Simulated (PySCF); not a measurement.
**AlP: from constants to spectrum**

UHF-CCSD(T) constants of AlP, ³Σ⁻ (triplet), unpaired electrons π ↑↑ (PySCF, no relativity, basis sets Al def2-SVPD, P def2-SVPD; masses 26.9815 and 30.9738 u):

- ωe: 369.7 cm⁻¹
- ωexe: 1.78 cm⁻¹
- Be: 0.19662 cm⁻¹
- αe: 0.00133 cm⁻¹
- De to Al + P: 1.86 eV

Q: What force constant and bond length do these constants imply?

A: Reduced mass μred = 14.420 u; k = 5.8918×10⁻⁷·μred·ωe² (u, cm⁻¹, mdyn/Å) = 1.16 mdyn/Å; Re = √(16.8576/(μred·Be)) (u, cm⁻¹, Å) = 2.438 Å.

Q: Estimate the centrifugal constant D from the Kratzer relation and find the Dunham coefficient a1.

A: D = 4Be³/ωe² = 2.22e-07 cm⁻¹; a1 = −1 − αeωe/(6Be²) = -3.12.

Correlated steps freeze 10 core orbitals. Correlated levels converge slowly with the basis: in double zeta they bind strong bonds too weakly, by up to about 1 eV, and carry superposition errors of some tenths. The state was picked by a PBE0 search and need not be the measured ground state.
